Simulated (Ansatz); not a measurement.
# HSi–AsH⁺, triplet in cc-pVTZ: errors against UCCSDT(Q)

Geometry: that of the HSi–AsH, quartet, kept fixed.

| atom | x (Å) | y (Å) | z (Å) |
| --- | --- | --- | --- |
| Si | 0.0000 | -0.1255 | 1.7465 |
| As | 0.0000 | 0.0508 | -0.6765 |
| H | 0.0000 | 1.1822 | 2.4746 |
| H | 0.0000 | -1.4642 | -0.8530 |

Basis cc-pVTZ; Ansatz 0.2.0. Correlated methods freeze the noble-gas cores and the filled d shells of p-block atoms, which leaves 10 electrons in 86 orbitals. Prefix R: restricted or restricted open-shell reference; prefix U: unrestricted. Active spaces: valence = (10e, 10o) chosen from the atoms' valence shells. No spin–orbit coupling is included, and no scalar relativity.

Full CI isn't at hand for all of this; UCCSDT(Q) serves as the reference, and is uncertain by about the last step of the cluster series. The frozen core follows each run's orbitals, which can shift R against U totals by a few meV for light atoms and by up to 0.1 eV past Ca.

```
UHF ⟨S²⟩                          : 2.047
T1 diagnostic (RCCSD)             : 0.0383
largest doubles amplitude (RCCSD) : 0.074
T1 diagnostic (UCCSD)             : 0.0331
```

```tsv
level	E − E(UCCSDT(Q)) (kJ/mol)	share of correlation (%)	wall time
UHF	614.8	3.16	–
UMP2	133.9	78.92	–
UCCSD	33.0	94.81	–
UCCSD(T)	6.8	98.93	25 s (H100)
UCCSDT	1.7	99.73	–
```

The correlation energy at UCCSDT(Q), counted from RHF, is -6.580 eV. That run took 31 s on 2 threads of AMD EPYC 7R13 with a shared H100 80 GB, shared host.

Run but not shown, since their state or frozen core can't be matched to the reference's or they repeat it: RHF, RMP2, RCCSD, RCCSD(T), BCCD(T), RCCSDT, RCCSDT(Q), CASSCF (valence space), NEVPT2 (valence space), MRCISD (valence space), MRCISD+Q (valence space).

Times hold each run's SCF and search for its determinant on a shared host, so for small cases they say little of a method's own cost.

Natural occupations of CASSCF (valence space) about the gap: 1.987 1.977 1.966 1.930 1.009 0.985 0.047 0.044 0.032 0.022; effectively unpaired electrons, Σ n²(2−n)², 2.05.
